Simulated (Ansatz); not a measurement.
**Worked example: C2HSi, quartet against C2HSi, doublet**

Geometry (PBE0/def2-TZVP stationary point of a doublet), kept for both states (C2HSi, doublet: A'; C2HSi, quartet: A''):

```xyz
4

C     0.0000   -0.8170    0.7688
C     0.0000    0.4619    1.0201
Si    0.0000    0.1069   -0.8281
H     0.0000    1.2524    1.7579
```

Basis cc-pVDZ; Ansatz 0.2.0. Only valence electrons are correlated (noble-gas cores frozen). Prefix R: restricted or restricted open-shell reference; prefix U: unrestricted.

Full CI isn't at hand for all of this; UCCSDT(Q) serves as the reference, and is uncertain by the last step of the cluster series or more.

```json
{"level": "UHF", "E(C2HSi, doublet) (hartree)": "-365.114729", "E(C2HSi, quartet) (hartree)": "-365.026991"}
{"level": "UMP2", "E(C2HSi, doublet) (hartree)": "-365.422587", "E(C2HSi, quartet) (hartree)": "-365.320129"}
{"level": "UCCSD(T)", "E(C2HSi, doublet) (hartree)": "-365.467184", "E(C2HSi, quartet) (hartree)": "-365.362413"}
{"level": "PBE", "E(C2HSi, doublet) (hartree)": "-365.906784", "E(C2HSi, quartet) (hartree)": "-365.803147"}
{"level": "r2SCAN", "E(C2HSi, doublet) (hartree)": "-366.079361", "E(C2HSi, quartet) (hartree)": "-365.981597"}
{"level": "UCCSDT(Q)", "E(C2HSi, doublet) (hartree)": "-365.469679", "E(C2HSi, quartet) (hartree)": "-365.365265"}
```

Problem. Give the vertical gap, C2HSi quartet less C2HSi doublet, at each level in eV (1 hartree = 27.2114 eV), and each error against UCCSDT(Q).

Solution. UCCSDT(Q): (-365.365265 − (-365.469679)) × 27.2114 = 2.841 eV (the reference)
r2SCAN: (-365.981597 − (-366.079361)) × 27.2114 = 2.660 eV, error -0.181 eV
PBE: (-365.803147 − (-365.906784)) × 27.2114 = 2.820 eV, error -0.021 eV
UCCSD(T): (-365.362413 − (-365.467184)) × 27.2114 = 2.851 eV, error 0.010 eV
UMP2: (-365.320129 − (-365.422587)) × 27.2114 = 2.788 eV, error -0.053 eV
UHF: (-365.026991 − (-365.114729)) × 27.2114 = 2.387 eV, error -0.454 eV

Total energies of functionals can't be set beside those of wave-function methods, since they hold the core's correlation and their own absolute errors; only the differences compare.

In so small a basis the reference is far from its limit while semilocal and hybrid functionals are nearer theirs, so the functionals' errors here hold much of the reference's basis and frozen-core error, which can add to them or hide them.

Each level lands on the state that its own search finds. T1 diagnostics of restricted CCSD: 0.028 and 0.033.
